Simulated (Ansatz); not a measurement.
Mg₂S⁺ was relaxed with PBE0-D4 (def2-TZVP) in Ansatz in these states: charge +1 doublet, charge +1 quartet. The geometries follow in no particular order.

A:

```xyz
3

Mg    0.643    1.882   -0.284
Mg   -1.228   -1.517    0.475
S     0.585   -0.365   -0.191
```

B:

Cartesian coordinates in Å:
```
Mg -0.5671 0.6958 2.0670
Mg 1.1824 -0.2360 -1.9038
S -0.6153 -0.4597 -0.1632
```

Problem. Judge from the bond lengths which geometry belongs to which state (an estimate).

Solution. A is the charge +1 doublet (Mg2–S3 2.249 Å, Mg1–S3 2.249 Å); B is the charge +1 quartet (Mg2–S3 2.512 Å, Mg1–S3 2.512 Å).
